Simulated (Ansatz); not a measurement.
# Worked example: ideal-gas entropy of H2SO4 (sulfuric acid)

A singlet with charge 0, relaxed at PBE0-D4/def2-TZVP (Ansatz 0.2.0):

```xyz
7

O     0.3786   -1.5821    0.8528
S    -0.0252   -0.4698    0.0881
O    -0.9412   -0.5462   -1.0017
O    -0.5742    0.6006    1.1115
O     1.2965    0.2184   -0.4364
H    -1.2461    1.1377    0.6711
H     1.1116    0.6413   -1.2854
```

Harmonic wavenumbers in cm⁻¹: 65, 338, 371, 426, 505, 552, 564, 855, 914, 1129, 1162, 1248, 1504, 3814, 3820.

Masses in u: O 15.999, S 32.06, H 1.008. Take T = 298.15 K, p = 1 bar, R = 8.3145 J/(mol K), kT/hc = 207.22 cm⁻¹, rigid rotor and harmonic oscillator.

Compute the standard molar entropy.


1. Translation (Sackur–Tetrode): S = R[3/2 ln M + 5/2 ln T − 1.1517] with M = 98.072 gives 166.0 J/(mol K).
2. Rotation: principal moments 98.182, 99.650, 104.905 u Å² give A, B, C = 0.1717, 0.1692, 0.1607 cm⁻¹; the symmetry number is σ = 1; q = (√π/σ)√((kT/hc)³/ABC) = 77380; S = R(ln q + 3/2) = 106.1.
3. Vibration: with u = ν̃/207.22, each mode gives R[u/(eᵘ − 1) − ln(1 − e⁻ᵘ)]; the sum is 40.2, most from 65 cm⁻¹ (18.0), 338 cm⁻¹ (5.1), 371 cm⁻¹ (4.5).
4. Electronic: R ln 1 = 0.0, from the spin multiplicity alone.
5. Sum: 166.0 + 106.1 + 40.2 + 0.0 = 312.3 J/(mol K).

No measured value is set beside it here. Where a soft mode is a torsion, a harmonic oscillator describes it poorly.
